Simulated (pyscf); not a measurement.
Four-centre exchange: H₂P–GeH₃ + PH₃ -> H₂P–GeH₂–PH₂ + hydrogen (H₂)

Gas phase, singlet surface, charge 0. Bonds broken: Ge2–H5, P8–H9. Bonds formed: Ge2–P8, H5–H9. Single points on ωB97X-D3(BJ)/def2-SVP structures (PySCF, gas phase).

Transition state (Å):

```xyz
11

P      1.3365     0.8810    -0.1839
Ge    -0.1681    -0.8554     0.0143
H      2.3604     0.0838    -0.7717
H      0.8159     1.3271    -1.4307
H     -1.5980     0.3952    -0.0108
H      0.5889    -2.0202     0.7047
H     -0.6798    -1.4805    -1.3053
P     -1.5264    -0.2939     2.0784
H     -1.9344     0.7971     1.0094
H     -1.7382    -0.6587     3.4696
H     -2.6150    -1.0662     1.5984
```

One imaginary mode, 1683i cm⁻¹; descent along it reached the two sides named.

```
bond    change  reactant side (Å)  saddle  product side
------  ------  -----------------  ------  ------------
Ge2–H5  breaks              1.536   1.900           3.7
P8–H9   breaks              1.424   1.581           3.1
Ge2–P8   forms                3.7   2.534         2.310
H5–H9    forms                3.6   1.147         0.761
```

Electronic energies relative to the separated reactants (kJ/mol):

```csv
level,barrier,reaction energy,reverse barrier
ωB97X-D3(BJ)/def2-TZVP,251.2,-20.3,271.5
PBE/def2-TZVP,213.9,-10.0,223.9
r²SCAN/def2-TZVP,229.5,-11.5,241.0
B3LYP-D3(BJ)/def2-TZVP,242.0,-9.8,251.8
PBE0-D3(BJ)/def2-TZVP,228.0,-12.8,240.7
M06-2X/def2-TZVP,253.6,-13.3,266.9
ωB97M-D3(BJ)/def2-TZVP,262.3,-3.0,265.3
HF/def2-TZVP,359.9,+21.7,338.2
```

With ωB97M-D3(BJ)/def2-TZVP energies and thermal terms (ideal gas, 1 atm, RRHO with modes under 100 cm⁻¹ raised to 100, one conformer, R ln 2 for chiral ones without a mode under 150 cm⁻¹), in kJ/mol:

| T (K) | ΔH‡ | ΔG‡ | ΔH | ΔG |
|---|---|---|---|---|
| 298 | 255.4 | 299.9 | -8.2 | +1.5 |
| 600 | 257.8 | 344.3 | -2.1 | +8.8 |
| 900 | 261.6 | 386.7 | +1.8 | +13.4 |
| 1200 | 265.4 | 427.8 | +4.4 | +16.8 |

This is the saddle that the search found; another between the same sides may lie lower. Elements up to Kr have no core potential and no relativistic terms here.
